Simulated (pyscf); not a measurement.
Thermochemistry of product channels of Cl–InH–Cl + H atom (H•) on the doublet surface, in eV, from ωB97M-D3(BJ)/def2-TZVP energies (ideal gas, 1 atm, RRHO with modes under 100 cm⁻¹ raised to 100, one conformer, R ln 2 for rigid chiral ones). Structures and frequencies: ωB97X-D3(BJ)/def2-SVP in PySCF.

| products | ΔE | ΔH(298 K) | ΔG(900 K) | ΔG(1200 K) |
|---|---|---|---|---|
| [Cl–In–Cl]• + hydrogen (H₂) | -1.63 | -1.52 | -1.64 | -1.66 |
| hydrogen chloride (HCl) + [Cl–InH]• | -0.58 | -0.48 | -0.80 | -0.87 |

These are energies of the channels, which say nothing of barriers. Elements past Kr carry the def2 core potentials, without spin-orbit coupling.
